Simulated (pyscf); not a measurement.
## Four-centre exchange: H₃Si–PH–SiH₃ (SMILES [SiH3]P[SiH3]) + GaH₃ (SMILES [GaH3]) -> H₃Si–P(SiH₃)–GaH₂ (SMILES [SiH3][P]([SiH3])[GaH2]) + H₂ (SMILES [H][H])

Gas phase, singlet surface, charge 0. Bonds broken: P2–H7, Ga11–H12. Bonds formed: P2–Ga11, H7–H12. Single points on ωB97X-D3(BJ)/def2-SVP structures (PySCF, gas phase).

Transition state (Å):

```xyz
14

Si    -2.3302     1.0568     0.7562
P     -0.6329    -0.3953     0.8070
Si    -0.3138    -0.9047    -1.3448
H     -3.6137     0.3030     0.6567
H     -2.3078     1.8315     2.0265
H     -2.2246     1.9821    -0.4092
H      0.7549     0.1802     1.6046
H      1.0628    -1.4520    -1.4865
H     -0.4816     0.2906    -2.2214
H     -1.3052    -1.9424    -1.7520
Ga     0.9677     1.5705     0.5061
H      1.6703     0.8327     1.8760
H      0.2060     2.8420     0.9642
H      1.8436     1.2483    -0.7331
```

One imaginary mode, 1299i cm⁻¹; descent along it reached the two sides named, in the forms told below.

```csv
bond,change,reactant side (Å),saddle,product side
P2–H7,breaks,1.429,1.701,3.2
Ga11–H12,breaks,1.570,1.707,2.476
P2–Ga11,forms,3.1,2.553,2.295
H7–H12,forms,2.403,1.156,0.764
```

Electronic energies relative to the separated reactants (kJ/mol):

| level | barrier | reaction energy | reverse barrier |
|---|---|---|---|
| ωB97X-D3(BJ)/def2-TZVP | 52.0 | -70.8 | 122.8 |
| PBE/def2-TZVP | 43.6 | -52.7 | 96.2 |
| r²SCAN/def2-TZVP | 41.5 | -58.2 | 99.7 |
| B3LYP-D3(BJ)/def2-TZVP | 65.0 | -51.4 | 116.4 |
| PBE0-D3(BJ)/def2-TZVP | 43.1 | -57.6 | 100.7 |
| M06-2X/def2-TZVP | 63.7 | -61.1 | 124.8 |
| ωB97M-D3(BJ)/def2-TZVP | 76.5 | -43.9 | 120.4 |
| HF/def2-TZVP | 166.9 | -17.9 | 184.9 |

With ωB97M-D3(BJ)/def2-TZVP energies and thermal terms (ideal gas, 1 atm, RRHO with modes under 100 cm⁻¹ raised to 100, one conformer, R ln 2 for chiral ones without a mode under 150 cm⁻¹), in kJ/mol:

```csv
T (K),ΔH‡,ΔG‡,ΔH,ΔG
298,76.8,123.5,-45.6,-39.2
600,78.0,170.5,-40.1,-35.1
900,80.6,216.2,-36.7,-33.4
1200,83.5,261.0,-34.6,-32.6
```

On the reactant side the descent ends in a complex (not fully relaxed), 25.0 kJ/mol under the separated species and 77.0 kJ/mol under the saddle at ωB97X-D3(BJ)/def2-TZVP. At the saddle there is also a short Ga–H contact that neither side keeps. One saddle was located; it need not be the lowest between these sides. Elements up to Kr have no core potential and no relativistic terms here.
